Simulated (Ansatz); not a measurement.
# SiH₂S₂: one structure at several levels

A test off equilibrium: a structure displaced at random from a GFN2-xTB minimum is computed at several levels, and each is set against CCSD(T).

Computed with Ansatz 0.2.0, Gaussian basis. Level: single points in def2-TZVPP.

Correlated methods freeze the cores.

### Step 1. Starting geometry

5 atoms, charge 0, spin multiplicity 1.

Atoms are counted from 1 here; the program's logs count them from 0.

Bond lengths: S1–Si2 2.011 Å, Si2–S3 2.072 Å, Si2–H4 1.365 Å, S3–H5 1.349 Å. Angles: S1–Si2–S3 121.3°, S1–Si2–H4 133.6°, S3–Si2–H4 104.5°, Si2–S3–H5 98.5°.

Coordinates:

```mol
H2S2Si
  3D, bonds by distance, orders not assigned

  5  4  0  0  0  0  0  0  0  0999 V2000
   -1.8580    0.6552    0.8341 S   0  0
   -0.5129   -0.4118   -0.2125 Si  0  0
    1.5059    0.0507   -0.1582 S   0  0
   -0.6183   -1.3696   -1.1800 H   0  0
    1.4423    1.1215    0.6595 H   0  0
  1  2  8  0
  2  3  8  0
  2  4  8  0
  3  5  8  0
M  END
```

### Step 2. CCSD(T)/def2-TZVPP

File run/in.yaml:

```yaml
crystal:
  periodic: [false, false, false]
  atoms:
    - {symbol: S, position_ang: [-1.858000, 0.655200, 0.834100]}
    - {symbol: Si, position_ang: [-0.512900, -0.411800, -0.212500]}
    - {symbol: S, position_ang: [1.505900, 0.050700, -0.158200]}
    - {symbol: H, position_ang: [-0.618300, -1.369600, -1.180000]}
    - {symbol: H, position_ang: [1.442300, 1.121500, 0.659500]}
basis:
  gaussian: {orbitals: def2-TZVPP}
correlation: {method: ccsd_t}
output: {forces: true}
```

No record of the launch command was kept for these runs.

### Step 3. PBE0-D4/def2-TZVPP

run/in.yaml: that of step 2 with these lines changed.

```diff
@@ -10,3 +10,3 @@
   gaussian: {orbitals: def2-TZVPP}
-correlation: {method: ccsd_t}
-output: {forces: true}
+hamiltonian: {xc: pbe0, dispersion: d4}
+output: {forces: true, orbitals: {seedname: orbitals}}
```

### Step 4. wB97M-V/def2-TZVPP

run/in.yaml: that of step 3 with these lines changed.

```diff
@@ -10,3 +10,3 @@
   gaussian: {orbitals: def2-TZVPP}
-hamiltonian: {xc: pbe0, dispersion: d4}
-output: {forces: true, orbitals: {seedname: orbitals}}
+hamiltonian: {xc: {name: wB97M-V}}
+output: {forces: true}
```

### Step 5. r2SCAN-D4/def2-TZVPP

run/in.yaml: that of step 4 with these lines changed.

```diff
@@ -10,3 +10,3 @@
   gaussian: {orbitals: def2-TZVPP}
-hamiltonian: {xc: {name: wB97M-V}}
+hamiltonian: {xc: r2scan, dispersion: d4}
 output: {forces: true}
```

### Step 6. PBE-D4/def2-TZVPP

run/in.yaml: that of step 5 with these lines changed.

```diff
@@ -10,3 +10,3 @@
   gaussian: {orbitals: def2-TZVPP}
-hamiltonian: {xc: r2scan, dispersion: d4}
+hamiltonian: {xc: pbe, dispersion: d4}
 output: {forces: true}
```

### Step 7. revPBE-D4/def2-TZVPP

run/in.yaml: that of step 6 with these lines changed.

```diff
@@ -10,3 +10,3 @@
   gaussian: {orbitals: def2-TZVPP}
-hamiltonian: {xc: pbe, dispersion: d4}
+hamiltonian: {xc: {name: revPBE}, dispersion: d4}
 output: {forces: true}
```

### Step 8. r2SCAN0-D4/def2-TZVPP

run/in.yaml: that of step 7 with these lines changed.

```diff
@@ -10,3 +10,3 @@
   gaussian: {orbitals: def2-TZVPP}
-hamiltonian: {xc: {name: revPBE}, dispersion: d4}
+hamiltonian: {xc: {name: r2SCAN0}, dispersion: d4}
 output: {forces: true}
```

(Steps that only read results are left out.)

Before running it: what results should come out? Wanted: energy less free atoms, CCSD(T)/def2-TZVPP; RMS force component; RMS force error; HOMO and LUMO, PBE0-D4; T1 diagnostic.

**Answer**, as computed:

| quantity | value |
| --- | --- |
| energy less free atoms, CCSD(T)/def2-TZVPP | -14.559 eV |
| RMS force component | 1.396 to 1.490 eV/Å over the methods |
| RMS force error | PBE0-D4 0.120, wB97M-V 0.134, r2SCAN-D4 0.073, PBE-D4 0.165, revPBE-D4 0.180, r2SCAN0-D4 0.169 eV/Å |
| HOMO and LUMO, PBE0-D4 | -7.07 and -2.32 eV |
| T1 diagnostic | 0.017 |

Against CCSD(T) the functionals' energies less atoms differ by -0.893 to -0.437 eV, PBE-D4 by -0.893 eV. A larger basis would deepen the CCSD(T) value, while the functionals are nearly converged already, so the order here is not reliable. For forces r2SCAN-D4 does best and revPBE-D4 worst. Frozen-core CCSD(T) forces in triple zeta carry basis errors of their own, and this is one geometry, so small gaps rank nothing.
